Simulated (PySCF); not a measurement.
# SiH4S (sulfanylsilane): CCSD(T)/STO-6G

Aim: the vertical singlet–triplet gap of SiH4S (sulfanylsilane) at CCSD(T)/STO-6G, from 2 runs. Input form: a Python script.

The calculation is run with PySCF 2.14.0.

6 further runs of the same task are left out: 6 set aside as unsound or not needed.

## Step 1: The molecule

SiH4S: 6 atoms, total charge 0, spin state singlet. As SMILES, `[SiH3]S`. Geometry: relaxed at PBE0-D4/def2-TZVP.

Bond lengths: Si1–S2 2.137 Å, Si1–H3 1.485 Å, Si1–H4 1.482 Å, Si1–H5 1.485 Å, S2–H6 1.344 Å. Angles: Si1–S2–H6 94.7°, S2–Si1–H3 111.6°, S2–Si1–H4 104.8°, S2–Si1–H5 111.6°, H3–Si1–H4 110.0°, H3–Si1–H5 108.8°, H4–Si1–H5 110.0°.

## Step 2: The energy at CCSD(T)/STO-6G

job.py reads:

```python
from pyscf import gto, scf, cc

system = gto.M(
    atom='''
Si    -0.320875    -0.497754    -0.823921
S      1.714549    -0.023811     2.632011
H     -3.079876    -0.140407    -0.456558
H      0.205224    -3.133733    -1.610992
H      0.566540     1.287281    -2.798873
H      0.994185     2.387291     2.971216
''',
    basis='sto-6g',
    unit='bohr',
    verbose=4,
    max_memory=1860,
    charge=0,
)

calc0 = scf.RHF(system)
calc0.conv_tol = 1e-10
calc0.kernel()
if not calc0.converged:
    calc0 = calc0.newton().run(calc0.mo_coeff, calc0.mo_occ)

mycc = cc.CCSD(calc0, frozen=10)
mycc.kernel()
e_t = mycc.ccsd_t()
energy = mycc.e_tot + e_t
print('E(%s) = %.9f' % ('CCSD(T)', energy))
```

Command:

```bash
OMP_NUM_THREADS=1 python job.py
```

Log:

```text
PySCF version 2.14.0

[INPUT] num. atoms = 6
[INPUT] num. electrons = 34
[INPUT] charge = 0
[INPUT] spin (= nelec alpha-beta = 2S) = 0
[INPUT] symmetry False subgroup None
[INPUT] Mole.unit = bohr
[INPUT] Symbol           X                Y                Z      unit          X                Y                Z       unit  Magmom
[INPUT]  1 Si    -0.169799737554  -0.263400073444  -0.436000216798 AA   -0.320875000000  -0.497754000000  -0.823921000000 Bohr   0.0
[INPUT]  2 S      0.907300257806  -0.012600238569   1.392800240091 AA    1.714549000000  -0.023811000000   2.632011000000 Bohr   0.0
[INPUT]  3 H     -1.629800191659  -0.074300184654  -0.241600089063 AA   -3.079876000000  -0.140407000000  -0.456558000000 Bohr   0.0
[INPUT]  4 H      0.108599863934  -1.658300088708  -0.852500253374 AA    0.205224000000  -3.133733000000  -1.610992000000 Bohr   0.0
[INPUT]  5 H      0.299800057075   0.681199769250  -1.481099807859 AA    0.566540000000   1.287281000000  -2.798873000000 Bohr   0.0
[INPUT]  6 H      0.526100045439   1.263299993034   1.572299795921 AA    0.994185000000   2.387291000000   2.971216000000 Bohr   0.0

nuclear repulsion = 89.2386232899776
number of shells = 14
number of NR pGTOs = 132
number of NR cGTOs = 22
basis = sto-6g
ecp = {}

******** <class 'pyscf.scf.hf.RHF'> ********
method = RHF
initial guess = minao
damping factor = 0
level_shift factor = 0
DIIS = <class 'pyscf.scf.diis.CDIIS'>
diis_start_cycle = 1
diis_space = 8
diis_damp = 0
SCF conv_tol = 1e-10
SCF conv_tol_grad = None
SCF max_cycles = 50
direct_scf = True
direct_scf_tol = 1e-13
Set gradient conv threshold to 1e-05
Initial guess from minao.
init E= -685.865897920806
  HOMO = -0.265954400716874  LUMO = 0.246685879459153  gap/eV = 13.94965
cycle= 1 E= -686.365514875923  delta_E= -0.5  |g|= 0.259  |ddm|= 2.56
  HOMO = -0.204177464945593  LUMO = 0.402575170865524  gap/eV = 16.51058
cycle= 2 E= -686.399837871712  delta_E= -0.0343  |g|= 0.0445  |ddm|= 0.583
  HOMO = -0.26261369009936  LUMO = 0.397735867286633  gap/eV = 17.96903
cycle= 3 E= -686.400699257845  delta_E= -0.000861  |g|= 0.00928  |ddm|= 0.0873
  HOMO = -0.264551171708658  LUMO = 0.396346636455714  gap/eV = 17.98395
cycle= 4 E= -686.400763351772  delta_E= -6.41e-05  |g|= 0.00133  |ddm|= 0.0273
  HOMO = -0.264288085166493  LUMO = 0.396954195289146  gap/eV = 17.99332
cycle= 5 E= -686.400764777099  delta_E= -1.43e-06  |g|= 0.00025  |ddm|= 0.00422
  HOMO = -0.264382887457185  LUMO = 0.396942699390324  gap/eV = 17.99559
cycle= 6 E= -686.400764829905  delta_E= -5.28e-08  |g|= 2.59e-05  |ddm|= 0.000875
  HOMO = -0.264390575552953  LUMO = 0.396943033632718  gap/eV = 17.99580
cycle= 7 E= -686.400764830443  delta_E= -5.38e-10  |g|= 3.93e-06  |ddm|= 8.87e-05
  HOMO = -0.264388961432268  LUMO = 0.396943242618183  gap/eV = 17.99577
cycle= 8 E= -686.400764830457  delta_E= -1.34e-11  |g|= 4.17e-07  |ddm|= 1.52e-05
  HOMO = -0.264388875846956  LUMO = 0.3969433281213  gap/eV = 17.99577
Extra cycle  E= -686.400764830458  delta_E= -9.09e-13  |g|= 1.36e-07  |ddm|= 1.06e-06
converged SCF energy = -686.400764830458

******** <class 'pyscf.cc.ccsd.CCSD'> ********
CC2 = 0
CCSD nocc = 7, nmo = 12
frozen orbitals 10
max_cycle = 50
direct = 0
conv_tol = 1e-07
conv_tol_normt = 1e-05
diis_space = 6
diis_start_cycle = 0
diis_start_energy_diff = 1e+09
Init t2, MP2 energy = -686.46576246597  E_corr(MP2) -0.0649976355121965
Init E_corr(CCSD) = -0.064997635512207
cycle = 1  E_corr(CCSD) = -0.0839229624132132  dE = -0.0189253269  norm(t1,t2) = 0.0474444
cycle = 2  E_corr(CCSD) = -0.0904323305769491  dE = -0.00650936816  norm(t1,t2) = 0.017462
cycle = 3  E_corr(CCSD) = -0.0941537839295718  dE = -0.00372145335  norm(t1,t2) = 0.00677338
cycle = 4  E_corr(CCSD) = -0.0942126373452616  dE = -5.88534157e-05  norm(t1,t2) = 0.000830131
cycle = 5  E_corr(CCSD) = -0.0942066230533385  dE = 6.01429192e-06  norm(t1,t2) = 0.000321709
cycle = 6  E_corr(CCSD) = -0.0942089479362571  dE = -2.32488292e-06  norm(t1,t2) = 5.12346e-05
cycle = 7  E_corr(CCSD) = -0.09420895153867  dE = -3.60241288e-09  norm(t1,t2) = 1.03189e-05
cycle = 8  E_corr(CCSD) = -0.0942090874652649  dE = -1.35926595e-07  norm(t1,t2) = 3.50305e-06
cycle = 9  E_corr(CCSD) = -0.0942091480733536  dE = -6.06080886e-08  norm(t1,t2) = 1.07367e-06
CCSD converged
E(CCSD) = -686.4949739785309  E_corr = -0.09420914807335355
CCSD(T) correction = -0.00068429762562964
E(CCSD(T)) = -686.495658276
```

Wall time 0.89 s (1 thread of Arm Neoverse V2, shared host); peak memory 0.1 GiB.

## Step 3: The triplet

calc.py reads:

```python
from pyscf import gto, cc

mol = gto.M(
    atom='''
Si    -0.320875    -0.497754    -0.823921
S      1.714549    -0.023811     2.632011
H     -3.079876    -0.140407    -0.456558
H      0.205224    -3.133733    -1.610992
H      0.566540     1.287281    -2.798873
H      0.994185     2.387291     2.971216
''',
    spin=2,
    max_memory=1860,
    unit='bohr',
    verbose=4,
    basis='sto-6g',
)

hf = mol.UHF()
hf.conv_tol = 1e-10
hf.kernel()
if not hf.converged:
    hf = hf.newton().run(hf.mo_coeff, hf.mo_occ)

mycc = cc.CCSD(hf, frozen=10)
mycc.kernel()
e_t = mycc.ccsd_t()
e_tot = mycc.e_tot + e_t
print('E = %.10f Eh' % e_tot)
```

Command:

```bash
OMP_NUM_THREADS=1 python calc.py
```

Log:

```text
PySCF version 2.14.0

[INPUT] num. atoms = 6
[INPUT] num. electrons = 34
[INPUT] charge = 0
[INPUT] spin (= nelec alpha-beta = 2S) = 2
[INPUT] symmetry False subgroup None
[INPUT] Mole.unit = bohr
[INPUT] Symbol           X                Y                Z      unit          X                Y                Z       unit  Magmom
[INPUT]  1 Si    -0.169799737554  -0.263400073444  -0.436000216798 AA   -0.320875000000  -0.497754000000  -0.823921000000 Bohr   0.0
[INPUT]  2 S      0.907300257806  -0.012600238569   1.392800240091 AA    1.714549000000  -0.023811000000   2.632011000000 Bohr   0.0
[INPUT]  3 H     -1.629800191659  -0.074300184654  -0.241600089063 AA   -3.079876000000  -0.140407000000  -0.456558000000 Bohr   0.0
[INPUT]  4 H      0.108599863934  -1.658300088708  -0.852500253374 AA    0.205224000000  -3.133733000000  -1.610992000000 Bohr   0.0
[INPUT]  5 H      0.299800057075   0.681199769250  -1.481099807859 AA    0.566540000000   1.287281000000  -2.798873000000 Bohr   0.0
[INPUT]  6 H      0.526100045439   1.263299993034   1.572299795921 AA    0.994185000000   2.387291000000   2.971216000000 Bohr   0.0

nuclear repulsion = 89.2386232899776
number of shells = 14
number of NR pGTOs = 132
number of NR cGTOs = 22
basis = sto-6g
ecp = {}

******** <class 'pyscf.scf.uhf.UHF'> ********
method = UHF
initial guess = minao
damping factor = 0
level_shift factor = 0
DIIS = <class 'pyscf.scf.diis.CDIIS'>
diis_start_cycle = 1
diis_space = 8
diis_damp = 0
SCF conv_tol = 1e-10
SCF conv_tol_grad = None
SCF max_cycles = 50
direct_scf = True
direct_scf_tol = 1e-13
number electrons alpha = 18  beta = 16
Set gradient conv threshold to 1e-05
init E= -685.865897920806
[... the frontier-level lines of each cycle are left out ...]


[... 50 lines left out ...]
Extra cycle  E= -686.132398118608  delta_E= -5.8e-12  |g|= 1.14e-06  |ddm|= 8.24e-06
converged SCF energy = -686.132398118608  <S^2> = 2.008927  2S+1 = 3.0059454

******** <class 'pyscf.cc.uccsd.UCCSD'> ********
CC2 = 0
CCSD nocc = (np.int64(8), np.int64(6)), nmo = (12, 12)
frozen orbitals 10
max_cycle = 50
direct = 0
conv_tol = 1e-07
conv_tol_normt = 1e-06
diis_space = 6
diis_start_cycle = 0
diis_start_energy_diff = 1e+09
Init t2, MP2 energy = -0.0527664956806073
Init E_corr(UCCSD) = -0.0527664956825992
cycle = 1  E_corr(UCCSD) = -0.0702298930566872  dE = -0.0174633974  norm(t1,t2) = 0.0598045
cycle = 2  E_corr(UCCSD) = -0.0765846688821557  dE = -0.00635477583  norm(t1,t2) = 0.0257812
cycle = 3  E_corr(UCCSD) = -0.0809546041818984  dE = -0.0043699353  norm(t1,t2) = 0.0135452
cycle = 4  E_corr(UCCSD) = -0.0810633782141257  dE = -0.000108774032  norm(t1,t2) = 0.00631069
cycle = 5  E_corr(UCCSD) = -0.0812155799853921  dE = -0.000152201771  norm(t1,t2) = 0.00332077
cycle = 6  E_corr(UCCSD) = -0.0811950489278043  dE = 2.05310576e-05  norm(t1,t2) = 0.00190298
cycle = 7  E_corr(UCCSD) = -0.0812043304409453  dE = -9.28151314e-06  norm(t1,t2) = 0.00105594
cycle = 8  E_corr(UCCSD) = -0.0812184627573338  dE = -1.41323164e-05  norm(t1,t2) = 0.000592996
cycle = 9  E_corr(UCCSD) = -0.0812329280881587  dE = -1.44653308e-05  norm(t1,t2) = 0.000368634
cycle = 10  E_corr(UCCSD) = -0.0812243791931826  dE = 8.54889498e-06  norm(t1,t2) = 0.000176486
cycle = 11  E_corr(UCCSD) = -0.0812201811213473  dE = 4.19807184e-06  norm(t1,t2) = 7.0236e-05
cycle = 12  E_corr(UCCSD) = -0.0812207070461928  dE = -5.25924846e-07  norm(t1,t2) = 3.27889e-05
cycle = 13  E_corr(UCCSD) = -0.081222147714322  dE = -1.44066813e-06  norm(t1,t2) = 1.65231e-05
cycle = 14  E_corr(UCCSD) = -0.081222797160565  dE = -6.49446243e-07  norm(t1,t2) = 7.51656e-06
cycle = 15  E_corr(UCCSD) = -0.0812228351048259  dE = -3.79442609e-08  norm(t1,t2) = 3.31283e-06
cycle = 16  E_corr(UCCSD) = -0.0812228057414811  dE = 2.93633448e-08  norm(t1,t2) = 1.94963e-06
cycle = 17  E_corr(UCCSD) = -0.0812227873236477  dE = 1.84178334e-08  norm(t1,t2) = 1.16476e-06
cycle = 18  E_corr(UCCSD) = -0.0812228173851533  dE = -3.00615056e-08  norm(t1,t2) = 5.41303e-07
UCCSD converged
E(UCCSD) = -686.2136209359932  E_corr = -0.0812228173851533
UCCSD(T) correction = -0.000547305340937997
E = -686.2141682413 Eh
```

It took 1.1 s on 1 thread of Arm Neoverse V2, shared host; peak memory 0.12 GiB.

## Step 4: Results

Level: CCSD(T)/STO-6G, 10 core orbitals frozen.

| quantity | value |
| --- | --- |
| singlet: total energy | -686.49566 Eh |
| singlet: dipole moment (Hartree–Fock density) | 1.18 D |
| singlet: HOMO energy (Hartree–Fock orbitals) | -7.19 eV |
| singlet: LUMO energy (Hartree–Fock orbitals) | 10.80 eV |
| singlet: HOMO–LUMO gap (Hartree–Fock orbitals) | 18.00 eV |
| singlet: correlation energy (10 core orbitals frozen) | -94.9 mEh |
| singlet: (T) correction | -0.68 mEh |
| singlet: T1 diagnostic | 0.005 |
| triplet: total energy | -686.21417 Eh |
| triplet: dipole moment (Hartree–Fock density) | 3.06 D |
| triplet: HOMO energy (Hartree–Fock orbitals) (highest over α and β) | 0.76 eV |
| triplet: LUMO energy (Hartree–Fock orbitals) (lowest over α and β) | 3.84 eV |
| triplet: correlation energy (10 core orbitals frozen) | -81.8 mEh |
| triplet: (T) correction | -0.55 mEh |
| triplet: ⟨S²⟩ of the reference determinant | 2.009 |
| triplet: T1 diagnostic | 0.012 |
| vertical energy of the triplet above the singlet | 7.660 eV |

At this shape the triplet lies 7.66 eV (177 kcal/mol) above the singlet. In a minimal basis such a difference can be off by several eV, whatever the method. The triples (singlet) make up 0.7 % of the correlation energy. The triples (triplet) make up 0.7 % of the correlation energy.
